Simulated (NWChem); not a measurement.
# Atomisation of propane (C$_{3}$H$_{8}$)

SMILES: CCC
```xyz
11

C     -1.2711     0.0000    -0.2568
C      0.0000     0.0000     0.5793
C      1.2711     0.0000    -0.2568
H     -2.1740     0.0000     0.3732
H     -1.3212     0.8875    -0.9087
H     -1.3212    -0.8875    -0.9087
H      0.0000    -0.8792     1.2469
H      0.0000     0.8792     1.2469
H      2.1740     0.0000     0.3732
H      1.3212    -0.8875    -0.9087
H      1.3212     0.8875    -0.9087
```
Charge 0, spin multiplicity 1.

All runs are NWChem calculations. Structure: optimised with PBE0/def2-SVP, a minimum by its harmonic frequencies.

Basis set: def2-TZVP. The atomisation energy is electronic alone: no zero-point, thermal, spin-orbit or counterpoise terms. No value is extrapolated to the basis-set limit. Free atoms are single determinants with multiplicities C 3, H 2. Correlated methods freeze the same cores in atoms and molecule, 3 orbitals in all.

```tsv
method	atomisation energy (kcal/mol)	relative cost
LDA (SVWN5)	1126.9	1
HF	772.5	under 3
BP86	1028.4	under 3
PBE0	1006.4	under 3
B3LYP	1001.6	under 3
PBE	1014.2	under 3
r2SCAN	1004.8	under 3
MP2	975.3	3
CAM-B3LYP	1007.5	10
```

The values span 354.4 kcal/mol, from HF (lowest) to LDA (SVWN5) (highest). The cost column gives rough processor time relative to LDA (SVWN5); each entry includes its own SCF. Costs are the molecule's.

B3LYP has NWChem's definition, with VWN1-RPA local correlation. GW and range-separated runs recompute their integrals, the others keep them in memory, which bears on the times. No SCF solution was tested for a lower state. Open-shell Hartree-Fock references start from PBE0 orbitals; any time given for them includes that run.
